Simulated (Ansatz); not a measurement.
Reaction (SMILES): F (HF) → [F-] + H+
B3LYP-D3(BJ)/def2-TZVP geometries, fixed; electronic energies without zero-point terms.
Largest species:
```xyz
2

F      0.0000     0.0000    -0.0925
H      0.0000     0.0000     0.8321
```

Energies in hartree at wB97M-V with Ansatz (a program for electronic structure); the deprotonation energy is their sum with the coefficients shown, times 627.509 kcal/mol a hartree; the bare proton counts zero. All functions are spherical. The functional holds VV10 correlation; no added dispersion term, no relativity.

```
species  coefficient     part  aug-cc-pVDZ  aug-cc-pVTZ  aug-cc-pVQZ
-------  -----------  -------  -----------  -----------  -----------
F (HF)            -1  wB97M-V   -100.43043   -100.45786   -100.46602
[F-]              +1  wB97M-V    -99.84142    -99.86449    -99.87164
```

Q: Predict the deprotonation energy in aug-cc-pV5Z (X = 5): let each wB97M-V step shrink by the ratio of the last two. Compare with the run.

A: 
- F (HF): steps -0.02743 and -0.00816, ratio 0.297, so wB97M-V -100.46844 (run: -100.46806).
- [F-]: steps -0.02307 and -0.00715, ratio 0.310, so wB97M-V -99.87386 (run: -99.87360).
Predicted 373.10 kcal/mol; the run in aug-cc-pV5Z gives 373.03, a miss of 0.08. Keeping the value in aug-cc-pVQZ, 372.98, would miss by -0.05. All sums are of the energies as printed.
